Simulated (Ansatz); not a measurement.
`C#[C][AlH2]` + `C=N` → `C=[N][AlH2]` + acetylene at 600 K and 1 bar (ligand exchange at the Al–C bond).

Computed with Ansatz on PBE0-D4/def2-TZVP structures; ΔE is electronic, products minus reactants. CBS: MP2 limit from def2 TZ/QZ plus the TZ coupled-cluster correction, frozen cores. This one scheme is used for every species.

```json
{"species": "`C#[C][AlH2]`", "CCSD(T)/CBS energy (Eh)": "-319.85078", "H − E (kJ/mol)": "123.6", "S (J/(mol·K))": "332.0"}
{"species": "`C=N`", "CCSD(T)/CBS energy (Eh)": "-94.52360", "H − E (kJ/mol)": "129.6", "S (J/(mol·K))": "259.4"}
{"species": "`C=[N][AlH2]`", "CCSD(T)/CBS energy (Eh)": "-337.15304", "H − E (kJ/mol)": "155.6", "S (J/(mol·K))": "339.9"}
{"species": "`C#C`", "CCSD(T)/CBS energy (Eh)": "-77.22717", "H − E (kJ/mol)": "96.2", "S (J/(mol·K))": "235.4"}
```

H − E and S are ideal-gas, rigid-rotor, harmonic terms from PBE0-D4/def2-TZVP. 1 Eh = 2625.50 kJ/mol, R = 8.31446 J/(mol·K).

Problem. By hand: ΔE, ΔH, ΔS and ΔG.

Solution. ΔE = (-337.15304) + (-77.22717) − (-319.85078) − (-94.52360) = -0.00583 Eh = -15.3 kJ/mol. Δ(H − E) = 155.6 + 96.2 − 123.6 − 129.6 = -1.4, so ΔH = -16.7 kJ/mol. ΔS = 339.9 + 235.4 − 332.0 − 259.4 = -16.1 J/(mol·K). ΔG = -16.7 − 600 × (-16.1)/1000 = -7.0 kJ/mol.

Problem. By hand: the equilibrium constant, and the temperature at which ΔG would vanish if ΔH and ΔS stayed fixed.

Solution. log₁₀ K = −ΔG/(RT ln 10) = 0.6. ΔG = 0 at ΔH/ΔS = 1037 K, though so small a ΔS makes that figure unsure.

TΔS isn't small against ΔH here. A doubt of 5 kJ/mol in ΔE shifts log₁₀ K by 0.4 here. These are equilibria of isolated gas molecules and say nothing of rates. Largest T1 diagnostic: 0.015 (customary marks: 0.02 for closed shells, 0.045 for open ones).
